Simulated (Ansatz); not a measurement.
A displaced shape of singlet H2O:

```xyz
3

O    -0.0173   -0.0309   -0.1549
H    -0.0443    0.7473    0.5008
H     0.0490   -0.7606    0.4864
```

It was optimised with PBE0/def2-SVP in Ansatz (development build ahead of 0.2.0) to forces under 0.001 eV/Å, with restricted orbitals. Each step stands on the lowest determinant of that kind that the program's search found.

(1) What shape does it relax to, and how does the optimisation go?

Results:

(1)

```yaml
atoms:
  - { symbol: O, position_ang: [-0.0172, -0.0151, -0.1213] }
  - { symbol: H, position_ang: [-0.0445, 0.7382, 0.4775] }
  - { symbol: H, position_ang: [0.0491, -0.7672, 0.4760] }
```

Bond lengths: O1–H2 0.963 Å, O1–H3 0.963 Å. Angles: H2–O1–H3 103.1°.

| step | E − E(start) (eV) | largest force (eV/Å) |
| --- | --- | --- |
| 1 | 0.0000 | 2.1521 |
| 2 | -0.0707 | 0.8380 |
| 3 | -0.0800 | 0.1623 |
| 4 | -0.0806 | 0.0366 |
| 5 | -0.0807 | 0.0012 |
| 6 | -0.0807 | 0.0003 |

The optimisation ended after 6 steps with its threshold met.
